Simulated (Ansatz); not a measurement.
Scan of [H···H···SiH₃], doublet

Starting geometry:

```csv
atom,x (Å),y (Å),z (Å)
H,-2.6755,0.0000,0.0000
H,-1.9305,0.0000,0.0000
Si,0.1055,0.0000,0.0000
H,0.5555,-1.4163,0.0000
H,0.5555,0.7081,-1.2265
H,0.5555,0.7081,1.2265
```

From there H2 is moved from one fragment to the other while all else, the fragments' distance too, stays fixed; atoms are numbered as listed. Energies are in kJ/mol, counted from the starting geometry at the same level.

Basis 6-31G; Ansatz 0.2.0. Only valence electrons are correlated (noble-gas cores frozen). R marks a restricted (for open shells ROHF) determinant, U an unrestricted one. Active spaces: valence = (9e, 9o) chosen from the atoms' valence shells.

Runs in a small pair space aren't shown, since their orbitals change along the scan.

Full CI is exact within this basis and frozen core; it isn't the basis-set limit. The frozen core follows each run's orbitals, which can shift R against U totals by a few meV.

```
distance H1-H2 (Å)  full CI  unpaired electrons (full CI)  error UMP2  error UCCSD  error RCCSDTQ  error CASSCF (valence space)  error NEVPT4(SD) (valence space)  error MRCISD+Q (valence space)
             0.693      3.8                          1.03        -1.4         -0.1            0.0                           0.4                               0.2                             0.0
             0.745      0.0                          1.03         0.0          0.0            0.0                           0.0                               0.0                             0.0
             0.830      9.4                          1.03         2.5          0.2            0.0                          -0.6                              -0.3                             0.0
             0.915     26.5                          1.03         4.6          0.5            0.0                          -1.2                              -0.6                            -0.1
             1.000     42.0                          1.04         4.9          0.6            0.0                          -2.1                              -0.8                            -0.1
             1.086     51.2                          1.03         2.4          0.6            0.0                          -3.3                              -0.9                            -0.1
             1.171     54.4                          1.03        -1.5          0.4            0.0                          -4.7                              -0.9                             0.0
             1.256     56.3                          1.03        -5.2          0.1            0.0                          -6.4                              -0.8                             0.1
             1.341     63.4                          1.03        -8.0         -0.1            0.0                          -8.2                              -0.6                             0.3
```

Unpaired electrons are Σ n²(2−n)² over natural occupations. Errors are those of relative energies. In total energy the starting point itself misses full CI by: UMP2 74.5, UCCSD 3.4, RCCSDTQ 0.0, CASSCF (valence space) 73.6, NEVPT4(SD) (valence space) 4.6, MRCISD+Q (valence space) 1.3 kJ/mol.

Spread of the error over the points with a reference, to 1.341 Å (largest less smallest): RCCSDTQ 0.0, MRCISD+Q (valence space) 0.4, UCCSD 0.7, NEVPT4(SD) (valence space) 1.1, CASSCF (valence space) 8.5, UMP2 12.9 kJ/mol.
